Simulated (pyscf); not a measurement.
Structures and frequencies: ωB97X-D3(BJ)/def2-SVP in PySCF.

Q: For the elementary gas-phase step H₃C–MgH + CH₄ -> H₃C–Mg–CH₃ + H₂ (singlet surface; H–Mg, C–H broken, C–Mg, H–H formed), what barrier and reaction energy does ωB97X-D3(BJ)/def2-TZVP give, measured from the separated reactants?

A: ΔE‡ = 34.9 kcal/mol, ΔE = +9.9 kcal/mol. ωB97M-D3(BJ)/def2-TZVP gives 36.2 kcal/mol and +10.5 kcal/mol. Zero-point energy shifts the barrier by -1.4 kcal/mol. It is a four-centre exchange, with an imaginary mode of 1452i cm⁻¹. At the saddle there is also a short H–Mg contact that neither side keeps. One saddle was located; it need not be the lowest between these sides.
